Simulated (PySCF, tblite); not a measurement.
**Methyl alcohol (CH₄O): isotopologues and vibrational averages**

Aim: rotational constants, zero-point energies and shieldings of isotopologues of Methyl alcohol (CH₄O) (`CO`).

Computed with tblite 0.8.0 (tight binding) and PySCF 2.14.0 (DFT, with response routines of our own); each step states its level. Atoms count from 0 throughout.

### Step 1. The starting structure

6 atoms, charge 0, multiplicity 1; geometry from: force field or distance geometry start.

Bonds of the start (Å): C0–H2 1.11, C0–H3 1.15, C0–H4 1.13, C0–O1 1.37, O1–H5 1.01.

### Step 2. GFN2-xTB relaxation, lowest of a short conformer search

The job: settings as JSON, then the geometry in Å.

```
{"job": {"xc": "GFN2-xTB", "basis": "xTB", "kind": "relax"}, "charge": 0, "multiplicity": 1}
C     -0.337000    -0.012400    -0.014800
O      0.871700     0.375400    -0.537300
H     -0.917900    -0.494900    -0.823000
H     -0.923600     0.911200     0.343700
H     -0.219300    -0.712500     0.867500
H      1.538600    -0.058800     0.077700
```

On the command line:

```
$ OMP_NUM_THREADS=1 python ens_run.py task.json out
```

This one command runs the whole study; its stages follow in the order run.

Output:

```text
step      E/eV     max force
  0    -223.58803    2.696
  1    -223.72479    0.868
  2    -223.74553    0.460
  3    -223.75878    0.296
  4    -223.76432    0.299
  5    -223.77142    0.222
  6    -223.77352    0.123
  7    -223.77426    0.074
  8    -223.77473    0.096
  9    -223.77517    0.084
 10    -223.77539    0.040
 11    -223.77548    0.029
 12    -223.77555    0.043
 13    -223.77571    0.070
 14    -223.77611    0.108
 15    -223.77740    0.238
 16    -223.76991    1.160
 17    -223.77933    0.201
 18    -223.78122    0.210
 19    -223.74277    1.597
 20    -223.78897    0.502
 21    -223.79518    0.668
 22    -223.80366    1.220
 23    -223.81273    0.659
 24    -223.82156    0.272
 25    -223.82549    0.497
 26    -223.82956    0.528
 27    -223.83481    0.333
 28    -223.83805    0.219
 29    -223.84073    0.124
 30    -223.84201    0.124
 31    -223.84280    0.201
 32    -223.84345    0.112
 33    -223.84380    0.051
 34    -223.84394    0.034
 35    -223.84398    0.027
 36    -223.84407    0.021
 37    -223.84408    0.008
 38    -223.84408    0.002
```

Run time: 0.09 s. Hardware: 1 thread of Intel Xeon Platinum 8488C, shared host.

Gain 0.256 eV; displacement 0.25 Å root mean square.

### Step 3. Tight optimisation and Hessian

The job: settings as JSON, then the geometry in Å.

```
{"job": {"xc": "PBE0", "basis": "pcSseg-2", "grid": 2, "temperatures": [250, 300], "kind": "geom"}, "charge": 0, "multiplicity": 1}
C     -0.354347    -0.067004    -0.004518
O      0.926220     0.054713    -0.572888
H     -1.019365    -0.384923    -0.805307
H     -0.712316     0.887541     0.396505
H     -0.374273    -0.818436     0.792333
H      1.546572     0.336071     0.107577
```

Output:

```text
step   0  E = -3146.7208502 eV  max force = 0.39165
step   1  E = -3146.7238561 eV  max force = 0.05937
step   2  E = -3146.7239219 eV  max force = 0.00297
step   3  E = -3146.7239221 eV  max force = 0.00034
step   4  E = -3146.7239221 eV  max force = 0.00034
step   5  E = -3146.7239221 eV  max force = 0.00012
harmonic wavenumbers (cm-1): 296.7 1063.4 1105.4 1174.0 1371.7 1476.2 1490.3 1503.9 3007.2 3059.9 3132.3 3902.5
```

Run time: 2.1 min. Hardware: 1 thread of Intel Xeon Platinum 8488C, shared host; peak memory 0.56 GiB.

### Step 4. Displacements along the modes, parent

The job: settings as JSON, then the geometry in Å.

```
{"job": {"xc": "PBE0", "basis": "pcSseg-2", "grid": 2, "temperatures": [250, 300], "kind": "vib", "mass_numbers": [12, 16, 1, 1, 1, 1]}, "charge": 0, "multiplicity": 1}
C     -0.348322    -0.065904    -0.004723
O      0.934885     0.056293    -0.574510
H     -1.022236    -0.383969    -0.799049
H     -0.718448     0.884457     0.395645
H     -0.380790    -0.818383     0.791013
H      1.547401     0.335467     0.105326
```

Output:

```text
mode    cm-1    km/mol   phi_rrr   E(+)/cm-1  E(-)/cm-1
  1    296.68   115.25       0.3     120.08     119.88
  2   1063.43    92.28     -93.4     189.54     196.23
  3   1105.37    34.45    -341.5     187.21     211.81
  4   1173.98     0.40       0.3     211.92     212.06
  5   1371.68    24.85    -129.6     243.12     252.33
  6   1476.23     3.61      64.7     268.33     263.64
  7   1490.31     2.89       1.6     268.39     268.27
  8   1503.87     4.86    -102.8     267.10     274.50
  9   3007.16    62.15   -1203.2     500.32     586.81
 10   3059.89    57.17       1.0     553.95     553.87
 11   3132.35    24.69    1717.6     630.50     507.24
 12   3902.53    34.15    2632.0     805.21     616.51
```

Wall time 1.9 min (1 thread of Intel Xeon Platinum 8488C, shared host); peak memory 0.52 GiB.

### Step 5. Displacements along the modes, 2H at atom 3

The job: settings as JSON, then the geometry in Å.

```
{"job": {"xc": "PBE0", "basis": "pcSseg-2", "grid": 2, "temperatures": [250, 300], "kind": "vib", "mass_numbers": [12, 16, 1, 2, 1, 1]}, "charge": 0, "multiplicity": 1}
C     -0.348322    -0.065904    -0.004723
O      0.934885     0.056293    -0.574510
H     -1.022236    -0.383969    -0.799049
H     -0.718448     0.884457     0.395645
H     -0.380790    -0.818383     0.791013
H      1.547401     0.335467     0.105326
```

Output:

```text
mode    cm-1    km/mol   phi_rrr   E(+)/cm-1  E(-)/cm-1
  1    290.33   119.39       1.6     127.48     127.24
  2    927.12     4.21      82.6     170.35     164.29
  3   1050.63    69.70     -82.4     186.96     192.88
  4   1105.70    50.06     315.3     210.85     188.19
  5   1279.54    13.56      58.9     232.73     228.59
  6   1372.73     2.92     -18.7     246.88     248.33
  7   1395.47    17.24     -89.7     248.50     254.84
  8   1485.33     3.30     -84.4     264.47     270.58
  9   2226.45    37.86    1238.4     448.41     359.49
 10   3033.51    59.13   -1803.6     486.50     615.93
 11   3128.99    24.67    1764.7     631.75     505.12
 12   3902.52    34.16    2632.0     805.21     616.51
```

Wall time 1.9 min (1 thread of Intel Xeon Platinum 8488C, shared host); peak memory 0.52 GiB.

### Step 6. Displacements along the modes, 2H at atom 5

The job: settings as JSON, then the geometry in Å.

```
{"job": {"xc": "PBE0", "basis": "pcSseg-2", "grid": 2, "temperatures": [250, 300], "kind": "vib", "mass_numbers": [12, 16, 1, 1, 1, 2]}, "charge": 0, "multiplicity": 1}
C     -0.348322    -0.065904    -0.004723
O      0.934885     0.056293    -0.574510
H     -1.022236    -0.383969    -0.799049
H     -0.718448     0.884457     0.395645
H     -0.380790    -0.818383     0.791013
H      1.547401     0.335467     0.105326
```

Output:

```text
mode    cm-1    km/mol   phi_rrr   E(+)/cm-1  E(-)/cm-1
  1    235.81    58.44      -1.5      66.77      66.61
  2    870.18    36.12     -69.5     155.81     160.85
  3   1094.79    83.12     413.1     212.66     182.96
  4   1173.97     0.42       0.0     211.91     212.07
  5   1250.44     1.96     -21.5     224.72     226.11
  6   1476.13     3.26     -64.1     263.64     268.29
  7   1490.26     3.10       2.3     268.41     268.24
  8   1501.30     5.74    -107.3     266.48     274.22
  9   2841.01    24.44   -1627.9     457.38     574.25
 10   3007.25    61.14   -1203.5     500.33     586.84
 11   3059.88    57.46       1.1     553.95     553.86
 12   3132.75    22.70   -1717.5     507.32     630.57
```

Wall time 1.9 min (1 thread of Intel Xeon Platinum 8488C, shared host); peak memory 0.52 GiB.

### Step 7. Displacements along the modes, 13C at atom 0, 2H at atom 3

The job: settings as JSON, then the geometry in Å.

```
{"job": {"xc": "PBE0", "basis": "pcSseg-2", "grid": 2, "temperatures": [250, 300], "kind": "vib", "mass_numbers": [13, 16, 1, 2, 1, 1]}, "charge": 0, "multiplicity": 1}
C     -0.348322    -0.065904    -0.004723
O      0.934885     0.056293    -0.574510
H     -1.022236    -0.383969    -0.799049
H     -0.718448     0.884457     0.395645
H     -0.380790    -0.818383     0.791013
H      1.547401     0.335467     0.105326
```

Output:

```text
mode    cm-1    km/mol   phi_rrr   E(+)/cm-1  E(-)/cm-1
  1    290.30   119.37       1.7     127.53     127.29
  2    922.57     4.09     -82.3     163.49     169.53
  3   1043.38    74.90     102.9     192.24     184.85
  4   1086.52    40.24     286.8     206.33     185.70
  5   1273.84    16.66     -64.2     227.46     231.97
  6   1365.58     2.64     -10.0     245.91     246.74
  7   1392.37    16.59      85.4     254.12     248.08
  8   1482.09     3.13     -83.4     263.91     269.96
  9   2214.52    36.57   -1228.8     357.66     445.88
 10   3026.11    58.34    1822.0     615.35     484.61
 11   3118.69    24.04   -1794.1     502.29     631.03
 12   3902.51    34.17    2632.1     805.21     616.51
```

It took 1.9 min on 1 thread of Intel Xeon Platinum 8488C, shared host; peak memory 0.52 GiB.

### Step 8. Displacements along the modes, 2H at atom 2

The job: settings as JSON, then the geometry in Å.

```
{"job": {"xc": "PBE0", "basis": "pcSseg-2", "grid": 2, "temperatures": [250, 300], "kind": "vib", "mass_numbers": [12, 16, 2, 1, 1, 1]}, "charge": 0, "multiplicity": 1}
C     -0.348322    -0.065904    -0.004723
O      0.934885     0.056293    -0.574510
H     -1.022236    -0.383969    -0.799049
H     -0.718448     0.884457     0.395645
H     -0.380790    -0.818383     0.791013
H      1.547401     0.335467     0.105326
```

Output:

```text
mode    cm-1    km/mol   phi_rrr   E(+)/cm-1  E(-)/cm-1
  1    287.84   117.87       0.8     129.58     129.40
  2    897.70    31.36     -86.3     159.20     165.37
  3   1102.57    60.99     395.5     213.38     184.92
  4   1127.59     0.19      -0.0     203.31     203.49
  5   1276.22    59.35    -100.2     227.66     234.83
  6   1315.54     1.63       0.2     237.04     237.00
  7   1395.39     3.44     -17.7     250.80     252.19
  8   1499.51     4.95     101.2     273.73     266.41
  9   2290.56    16.45    1221.6     459.25     371.51
 10   3020.06    61.22    1335.4     594.35     498.38
 11   3059.42    56.73       7.4     554.10     553.56
 12   3902.43    34.71    2632.9     805.23     616.47
```

It took 2 min on 1 thread of Intel Xeon Platinum 8488C, shared host; peak memory 0.52 GiB.

### Step 9. Vibrational averages by isotopologue

The job: settings as JSON, then the geometry in Å.

```
{"job": {"xc": "PBE0", "basis": "pcSseg-2", "grid": 2, "temperatures": [250, 300], "kind": "iso"}, "charge": 0, "multiplicity": 1}
C     -0.348322    -0.065904    -0.004723
O      0.934885     0.056293    -0.574510
H     -1.022236    -0.383969    -0.799049
H     -0.718448     0.884457     0.395645
H     -0.380790    -0.818383     0.791013
H      1.547401     0.335467     0.105326
```

Output:

```text
parent
  Be/MHz 128960.867 25066.392 24197.398
  B0/MHz 127385.681 24767.199 23963.894
  ZPE/cm-1 11291.7
  <sigma>(0 K)/ppm 126.448 316.339 27.377 27.240 27.241 31.128
2H at atom 3
  Be/MHz 103512.814 23133.537 22243.12
  B0/MHz 102349.262 22887.983 22012.558
  ZPE/cm-1 10599.2
  <sigma>(0 K)/ppm 126.793 316.804 27.399 27.363 27.261 31.140
2H at atom 5
  Be/MHz 111338.421 23768.985 22355.525
  B0/MHz 110222.99 23503.631 22153.088
  ZPE/cm-1 10566.9
  <sigma>(0 K)/ppm 126.614 318.748 27.390 27.256 27.256 31.302
13C at atom 0, 2H at atom 3
  Be/MHz 103412.942 22658.132 21801.281
  B0/MHz 102259.202 22421.499 21578.517
  ZPE/cm-1 10559.2
  <sigma>(0 K)/ppm 126.813 316.854 27.401 27.365 27.263 31.141
2H at atom 2
  Be/MHz 104409.977 23604.729 21920.001
  B0/MHz 103247.741 23328.629 21705.436
  ZPE/cm-1 10587.4
  <sigma>(0 K)/ppm 126.756 316.399 27.500 27.259 27.260 31.131
```

Wall time 12 min (1 thread of Intel Xeon Platinum 8488C, shared host); peak memory 0.56 GiB. This counts the whole study up to here.

Rotational constants (MHz) at equilibrium and in the ground state:

```tsv
isotopologue	Be	B0	zero-point change (cm⁻¹)
parent	128960.9, 25066.4, 24197.4	127385.7, 24767.2, 23963.9	0.0
2H at atom 3	103512.8, 23133.5, 22243.1	102349.3, 22888.0, 22012.6	-692.6
2H at atom 5	111338.4, 23769.0, 22355.5	110223.0, 23503.6, 22153.1	-724.8
13C at atom 0, 2H at atom 3	103412.9, 22658.1, 21801.3	102259.2, 22421.5, 21578.5	-732.5
2H at atom 2	104410.0, 23604.7, 21920.0	103247.7, 23328.6, 21705.4	-704.3
```

Shieldings of the first species (ppm): at equilibrium, the vibrational parts at 0 K, and the averages:

```tsv
atom	equilibrium	anharmonic	harmonic	0 K	250 K	300 K
C0	131.28	-1.93	-2.90	126.45	126.42	126.42
O1	330.62	2.14	-16.43	316.34	316.95	317.24
H2	28.08	-0.25	-0.46	27.38	27.36	27.36
H3	27.95	-0.23	-0.47	27.24	27.23	27.23
H4	27.95	-0.23	-0.47	27.24	27.23	27.23
H5	31.91	0.37	-1.16	31.13	31.07	31.04
```

Isotope effects on the shieldings at 0 K (ppb; positive means more shielded):

```tsv
atom	2H at atom 3	2H at atom 5	13C at atom 0, 2H at atom 3	2H at atom 2
C0	346	166	365	308
O1	466	2409	516	60
H2	22	13	24	123
H3	122	16	125	19
H4	20	16	23	19
H5	12	174	13	2
```

### Step 10. Results

```
                  quantity                           value
               point group                              Cs
   B0 of the first species  127385.7, 24767.2, 23963.9 MHz
         zero-point energy                      11292 cm⁻¹
zero-point change of σ(O1)                      -14.28 ppm
```

What this shows: Zero-point motion changes the shielding of O1 most, by -14.28 ppm. The largest secondary isotope effect is 2409 ppb on O1, 1 bond from the change (2H at atom 5). Internal rotors are held in one well.
